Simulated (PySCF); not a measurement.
Compound: P₂F₄.
Bonds: F1–P2, P2–F3, P2–P4, P4–F5, P4–F6.

Method: PBE0-D3(BJ)/def2-SVP geometry optimisation, gas phase (PySCF 2.14.0); density fitting, grid level 1; the optimiser is geomeTRIC in internal coordinates, started from a GFN2-xTB structure.

Step 0: E = -29415.3170 eV
```
atom  x, y, z in Å  |  force x, y, z in eV/Å
F1      1.7240   -0.7810   -0.7388   -0.037   0.193  -0.375
P2      1.0221    0.4882   -0.0184    0.309  -0.637   0.281
F3      1.3899   -0.0045    1.4800   -0.111   0.374   0.143
P4     -1.0215   -0.4868    0.0119   -0.316   0.638  -0.279
F5     -1.7286    0.7804    0.7303    0.042  -0.192   0.380
F6     -1.3881    0.0058   -1.4867    0.113  -0.377  -0.151
```

Step 1: E = -29414.9416 eV
```
atom  x, y, z in Å  |  force x, y, z in eV/Å
F1      1.8318   -0.7833   -0.7203   -0.927   0.079  -0.133
P2      1.0043    0.4084    0.0094    2.848   1.718  -0.213
F3      1.5017   -0.0097    1.4958   -0.923   0.039  -0.158
P4     -1.0062   -0.4069   -0.0134   -2.848  -1.716   0.203
F5     -1.8384    0.7852    0.7106    0.932  -0.081   0.130
F6     -1.4955    0.0084   -1.5036    0.919  -0.039   0.171
```

Step 2: E = -29415.2080 eV
```
atom  x, y, z in Å  |  force x, y, z in eV/Å
F1      1.7740   -0.7808   -0.7404   -0.517   0.063  -0.158
P2      1.0058    0.4376   -0.0012    1.748   0.952  -0.100
F3      1.4405   -0.0012    1.4939   -0.534   0.076  -0.024
P4     -1.0076   -0.4361   -0.0031   -1.748  -0.950   0.096
F5     -1.7804    0.7829    0.7305    0.520  -0.065   0.156
F6     -1.4346   -0.0002   -1.5014    0.531  -0.076   0.030
```

**Question.** Estimate the geometry and energy of step 3. (The exact step hangs on the optimiser's Hessian estimate; all steps are aligned on step 2, rigid shifts and turns removed.)

**Answer.** E = -29415.3609 eV, largest force 0.285 eV/Å
```
atom  x, y, z in Å  |  force x, y, z in eV/Å
F1      1.7014   -0.7780   -0.7844    0.007  -0.018  -0.043
P2      1.0217    0.4650   -0.0094    0.254   0.128  -0.011
F3      1.3580    0.0206    1.5059   -0.008  -0.008   0.063
P4     -1.0232   -0.4635    0.0048   -0.253  -0.128   0.010
F5     -1.7072    0.7803    0.7745   -0.006   0.018   0.043
F6     -1.3529   -0.0222   -1.5130    0.006   0.008  -0.061
```

The energy changes by -0.1530 eV. The first-order estimate −F·Δx gives -0.2887 eV and the mean of the old and new forces, exact on a quadratic surface, -0.1545 eV. The step makes an angle of 57° with the force vector and moves no atom by more than 0.086 Å.

What follows is the cost of the whole optimisation. The run took 16 s of wall time on one thread of an Arm Neoverse V1, no GPU (shared host), and the process peaked at 0.38 GiB of memory.
